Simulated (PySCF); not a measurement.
## P: ionisation energy

P [Ne] 3s2 3p3 [3p1/2^2 3p3/2^1, M_J = 3/2] → P⁺ [Ne] 3s2 3p2 [3p1/2^2, M_J = 0], as a difference of total energies. All numbers are calculated (PySCF 2.14, the two-component X2C-1e Hamiltonian, in x2c-TZVPPall-2c). Correlated levels: [Ne] frozen; the 6 highest virtual spinors dropped. "Screened" scales the spin-orbit matrix elements by Boettger's factors to mimic the two-electron term; Breit and QED terms are absent.

```tsv
method	ionisation energy (eV)
GHF (spin-free)	10.001
GMP2 (spin-free)	10.476
GHF (screened spin-orbit)	9.979
GMP2 (screened spin-orbit)	10.456
```

Problem. How much does correlation contribute at GMP2 (screened spin-orbit)?

Solution. 10.456 − (9.979) = 0.477 eV, measured against GHF (screened spin-orbit).

Errors of the correlated levels include the incompleteness of this basis and the frozen core.

The labels give the starting determinants; with spin-orbit coupling the two ends relaxed to ⟨J²⟩ = 3.75, ⟨L²⟩ = 0.00, ⟨S²⟩ = 3.75 and ⟨J²⟩ = 1.90, ⟨L²⟩ = 2.01, ⟨S²⟩ = 2.00.

The determinant of P⁺ mixes levels of different J (the jj label is only the starting occupation), so the difference between spin-free and spin-orbit rows is not the physical spin-orbit shift.

For comparison: 10.487 eV (measured; NIST Atomic Spectra Database, ionization energies).
